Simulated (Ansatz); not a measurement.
**B2H2 (singlet): wave-function methods side by side, cc-pVDZ**

One table from this session's results is given with a row withheld; the runs are named, their logs left out.

Method: cc-pVDZ, core rule «outside noble gas», up to 2 orbitals frozen; program: Ansatz 0.2.0, Gaussian basis.

Plan: UHF; CCSD(T) on RHF; CCSD(T) on UHF; BCCD(T) on RHF; CISD; CCSDT(Q) on RHF; CCSDT(Q) on UHF; CISDTQ; CCSDTQ on RHF; CCSDTQ on UHF; CASSCF and MRCISD+Q, 8 electrons in 10 orbitals; CASSCF and NEVPT2, 8 electrons in 10 orbitals; Full CI; Full CI in the symmetry of the determinant.

4 further runs of the same task are left out: 4 set aside as unsound or not needed.

## What is computed

The geometry is a PBE0/def2-TZVP stationary point (not a proven minimum).

4 atoms, charge 0, spin multiplicity 1.

Atoms are counted from 1 here; the program's logs count them from 0.

Bond lengths: B1–B2 1.525 Å, B1–H3 1.176 Å, B2–H4 1.176 Å. Angles: B2–B1–H3 180.0°, B1–B2–H4 180.0°.

The first run:

in.yaml reads:

```yaml
crystal:
  periodic: [false, false, false]
  atoms:
    - {symbol: B, position_ang: [0.000000, 0.000000, 0.762520]}
    - {symbol: B, position_ang: [0.000000, 0.000000, -0.762520]}
    - {symbol: H, position_ang: [0.000000, 0.000000, 1.938254]}
    - {symbol: H, position_ang: [0.000000, 0.000000, -1.938254]}
basis:
  gaussian: {orbitals: cc-pVDZ}
magnetization: {spin_polarized: true, initial_magnetization: 0}
hamiltonian: {xc: hf}
output: {orbitals: {seedname: orbitals}}
```

Launch:

```console
> ansatz run in.yaml --threads 1 --pin off --events-out ev --progress --plain --max-ram 3956MiB --backend cpu
```

Steps of the session up to this table: UHF; CCSD(T) on RHF; CCSD(T) on UHF; BCCD(T) on RHF; CISD; CCSDT(Q) on RHF; CCSDT(Q) on UHF; CISDTQ; CCSDTQ on RHF; CCSDTQ on UHF; CASSCF and MRCISD+Q, 8 electrons in 10 orbitals; CASSCF and NEVPT2, 8 electrons in 10 orbitals; Full CI; Full CI in the symmetry of the determinant.

One of the session's tables, all rows but one given; the rest of the session is left out.

| method | from FCI (kJ/mol) |
| --- | --- |
| RHF | +492.3 |
| RMP2 | +125.5 |
| CISD | +63.7 |
| RCCSD | +33.9 |
| RCCSD(T) | +18.4 |
| BCCD(T) | +18.4 |
| RCCSDT | +4.6 |
| CISDTQ | +7.4 |
| RCCSDT(Q) | -0.7 |
| RCCSDTQ | +0.2 |
| CASSCF valence | +252.4 |
| NEVPT2 valence | ? |
| MRCISD valence | +11.5 |
| MRCISD+Q valence | -0.4 |
| FCI | 0 |

**Question.** Estimate the row for NEVPT2 valence.

**Answer.** from FCI (kJ/mol): +65.5. In the column «from FCI (kJ/mol)» it lies between CISD (+63.7) and RMP2 (+125.5).

To keep in mind: The report flags that the cluster equations may have other roots. Left out of the table: UHF, UMP2, UCCSD, UCCSD(T), UCCSDT, UCCSDT(Q), UCCSDTQ (another determinant or state than the rows shown). The program flags RCCSDT(Q), RCCSDTQ as in doubt, so those rows may rest on another solution; read them beside their warnings. RCCSDT(Q), MRCISD+Q valence fall below full CI, which methods that aren't variational can do.
